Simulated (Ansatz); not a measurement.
Process, species as SMILES: S=C=O + 4 [H][H] (H2) → C (CH4) + O (H2O) + S (H2S)
B3LYP-D3(BJ)/def2-TZVP geometries, fixed; electronic energies without zero-point terms.

The energy of full hydrogenation at MP2 with Ansatz (a quantum-chemistry and plane-wave program), in kcal/mol, split into its Hartree-Fock and correlation parts. Cores are frozen. No added dispersion term, no relativity. Functions are those of the species that has most.

```
basis        X  functions  Hartree-Fock     MP2
-----------  -  ---------  ------------  ------
cc-pV(D+d)Z  2         51        -71.16  -50.13
cc-pV(T+d)Z  3         99        -70.01  -56.55
cc-pV(Q+d)Z  4        175        -70.40  -58.31
cc-pV(5+d)Z  5        311        -70.85  -58.79
```

Worked estimate of the basis-set limit from each neighbouring pair, with Hartree-Fock from the larger set and the correlation part extrapolated as X^-3.
Correlation parts: X = 2: 21.03, X = 3: 13.46, X = 4: 12.09, X = 5: 12.06.
- (2,3): (27·(13.46) - 8·(21.03))/19 = 10.27; with Hartree-Fock -70.01 the estimate is -59.74 kcal/mol.
- (3,4): (64·(12.09) - 27·(13.46))/37 = 11.09; with Hartree-Fock -70.40 the estimate is -59.31 kcal/mol.
- (4,5): (125·(12.06) - 64·(12.09))/61 = 12.03; with Hartree-Fock -70.85 the estimate is -58.82 kcal/mol.
The last two estimates differ by 0.49 kcal/mol; the largest set lies 0.03 from the last. Over the last step Hartree-Fock moves by -0.45 and the correlation part by -0.03.
